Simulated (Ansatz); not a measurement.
The input, for Ansatz 0.2.0:

```yaml
crystal:
  periodic: [false, false, false]
  atoms:
    - {symbol: B, position_ang: [0.000000, 0.000000, 0.000000]}
    - {symbol: Cl, position_ang: [0.000000, 0.000000, 1.596400]}
basis:
  gaussian: {orbitals: 6-31G}
total_charge: 1
magnetization: {spin_polarized: false, initial_magnetization: 1}
correlation: {active_space: {window: {electrons: 3, orbitals: 2}, fixed_orbitals: true}}
```

```sh
$ ansatz run in.yaml --threads 1 --pin off --events-out ev --progress --plain --max-ram 2393MiB
```

The program prints:

```
266 factors; integrals over basis functions are off by at most 1.6e-4 eV
mean field evaluation 1: about -13160.0120 eV, gradient 2.4e1 eV
mean field evaluation 2: about -13160.1008 eV, gradient 2.4e1 eV
mean field evaluation 4: about -13162.9044 eV, gradient 1.9e0 eV
mean field evaluation 8: about -13162.9736 eV, gradient 7.5e-2 eV
mean field -13162.97371032 eV, -483.7303616704 hartree, gradient 1.2e-6 eV, S^2 0.750000; 0 other end points of the search recorded, 0 dependent functions left out
reference -13162.97371032 eV, -483.7303616704 hartree; 11, 10 occupied and 11, 12 virtual orbitals, 266 factors
state -13162.97371032 eV, -483.7303616704 hartree
WARN: the results are in doubt because the space or a class takes a part of the degenerate orbitals at -22.1511 eV
Total energy: -13162.97371032 eV, -483.7303616704 hartree
In doubt: the space or a class takes a part of the degenerate orbitals at -22.1511 eV
```

Natural occupations: 2.0000 1.0000.

Ran on 1 thread of AMD EPYC 7R43, shared host: 0.3 s wall, 0.08 GiB peak host memory.
